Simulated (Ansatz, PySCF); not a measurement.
Donors bound to Ga(H)3. Isolated molecules, 0 K electronic values unless said otherwise. One relaxed conformer stands for each flexible species; it need not be the lowest. Strings in code marks are SMILES.

Quantity: vertical ionisation energy (energy after one electron is removed minus that of the parent at the parent's geometry), in eV.

Level 1: PBE0-D3(BJ)/def2-TZVP // PBE0-D3(BJ)/def2-SVP (PySCF)
Level 2: ωB97X-D3(BJ)/def2-TZVP // PBE0-D3(BJ)/def2-SVP (PySCF)
Level 3: frozen-core MP2/cc-pVTZ // PBE0-D3(BJ)/def2-SVP (Ansatz, an electronic-structure program)
Level 4: HF/cc-pVTZ // PBE0-D3(BJ)/def2-SVP (Ansatz)

| species | level 1 | level 2 | level 3 | level 4 |
|---|---|---|---|---|
| [Ga(H)3(H2O)] | 10.12 | 10.46 | 10.38 | 9.66 |
| `COC` | 9.88 | 10.09 | 10.45 | 8.90 |
| `O` | 12.53 | 12.72 | 12.66 | 10.90 |
| `C#N` | 13.58 | 13.66 | 14.02 | 11.95 |
| [Ga(H)3(CH3OH)] | 9.94 | 10.29 | 10.21 | 9.49 |
| [Ga(H)3(H2S)] | 10.16 | 10.53 | 10.43 | 9.70 |
| `N` | 10.86 | 11.07 | 10.93 | 9.43 |
| `CN(C)C` | 8.19 | 8.39 | 8.54 | 7.10 |
| [Ga(H)3(CO)] | 10.66 | 10.97 | 10.83 | 10.20 |
| `S` | 10.33 | 10.48 | 10.32 | 9.20 |
| `CC#N` | 12.14 | 12.31 | 12.81 | 10.85 |
| [Ga(H)3(NH3)] | 9.83 | 10.18 | 10.13 | 9.38 |
